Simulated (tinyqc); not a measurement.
Worked calculation: Pariser-Parr-Pople SCF with singles CI, for the molecule c1cc[cH-]c1 (SMILES; centres numbered as the heavy atoms are written). One step of it, computed by the program tinyqc.

Question. PPP integrals. Ohno: gamma = 14.399645/sqrt(R^2 + a^2), a = 2 x 14.399645/(gamma_rr + gamma_ss); H_rr = -W_r - sum_(s != r) z_s gamma_rs; H_rs = beta for bonds.

Centres (angstrom, eV; a flat drawing with bonds scaled to 1.40 angstrom):
```
centre          x          y  core charge z          W   gamma_rr
1C       1.191000   0.000000              1  11.160000  11.130000
2C       0.368000   1.133000              1  11.160000  11.130000
3C      -0.963000   0.700000              1  11.160000  11.130000
4C      -0.963000  -0.700000              1  11.160000  11.130000
5C       0.368000  -1.133000              1  11.160000  11.130000
```

Resonance integrals (eV):
```
i  j       beta
1  2  -2.390000
2  3  -2.390000
3  4  -2.390000
4  5  -2.390000
5  1  -2.390000
```

Give: repulsion gamma_rs; core matrix H.

Answer.

repulsion gamma_rs (eV), order 1C, 2C, 3C, 4C, 5C:
```
[[11.130, 7.553, 5.521, 5.521, 7.553],
 [7.553, 11.130, 7.555, 5.520, 5.519],
 [5.521, 7.555, 11.130, 7.554, 5.520],
 [5.521, 5.520, 7.554, 11.130, 7.555],
 [7.553, 5.519, 5.520, 7.555, 11.130]]
```

core matrix H (eV), order 1C, 2C, 3C, 4C, 5C:
```
[[-37.307, -2.390, 0.000, 0.000, -2.390],
 [-2.390, -37.306, -2.390, 0.000, 0.000],
 [0.000, -2.390, -37.309, -2.390, 0.000],
 [0.000, 0.000, -2.390, -37.309, -2.390],
 [-2.390, 0.000, 0.000, -2.390, -37.306]]
```
